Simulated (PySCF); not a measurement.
**cyclohexene: calculation and literature**

Cartesian coordinates in Å; atom numbers follow the order of the lines, from 1:
```xyz
16

C    -0.0149    1.5137    0.3368
C     1.1948    0.9436    0.2956
C     1.4138   -0.5040   -0.0311
C     0.1695   -1.1552   -0.6280
C    -1.0845   -0.7500    0.1381
C    -1.2902    0.7614    0.0970
H    -0.0945    2.5834    0.5579
H     2.0803    1.5525    0.5066
H     2.2675   -0.6021   -0.7229
H     1.7238   -1.0409    0.8856
H     0.0649   -0.8404   -1.6811
H     0.2810   -2.2508   -0.6393
H    -0.9843   -1.0740    1.1889
H    -1.9699   -1.2663   -0.2649
H    -2.0454    1.0664    0.8412
H    -1.7121    1.0634   -0.8807
```

Measured values that the calculation should reproduce: δ ¹H H7/H8 5.68; H9/H10/H15/H16 1.99; H11/H12/H13/H14 1.61 ppm (measured; solution, not stated in the table (CDCl3 in this author's series); The use of chemical shift calculations in the conformational analysis of substituted benzenes, New J. Chem. 2019 (ESI)).

Theory: GIAO PBE0/pcSseg-1 shieldings, geometry: PBE0-D3(BJ)/def2-SVP, in PySCF (relativity neglected, equivalent nuclei averaged, isolated molecule, one computed conformer).

Problem. How close does the calculation come?

Solution. 
Reference values: measured (solution, not stated in the table (CDCl3 in this author's series); The use of chemical shift calculations in the conformational analysis of substituted benzenes, New J. Chem. 2019 (ESI)).
```json
{"atoms": "H7/H8", "quantity": "δ ¹H", "reference": "5.68", "computed": "5.88", "computed, scaled": "5.79"}
{"atoms": "H9/H10/H15/H16", "quantity": "δ ¹H", "reference": "1.99", "computed": "1.99", "computed, scaled": "2.09"}
{"atoms": "H11/H12/H13/H14", "quantity": "δ ¹H", "reference": "1.61", "computed": "1.47", "computed, scaled": "1.60"}
```

Computed shifts are σ(ref) − σ with the named reference compound (TMS for H and C) calculated as an isolated molecule at the same level. The measured values may be among those fitted. Scaled to experiment by linear calibration (H and C: mostly CDCl3 data, vs TMS): ¹H (scatter 0.21 ppm rms, 0.22 ppm with the 3 outliers that the fit left out). A few per cent of atoms miss by over 2 rms, more outside the fitted compound classes.

Problem. How far are the unscaled ¹H shifts from the references?

Solution. Mean signed difference +0.02 ppm, mean absolute 0.11 ppm over 3 comparisons; the largest is +0.20 ppm at H7/H8 (hydrogen on an alkene CH).
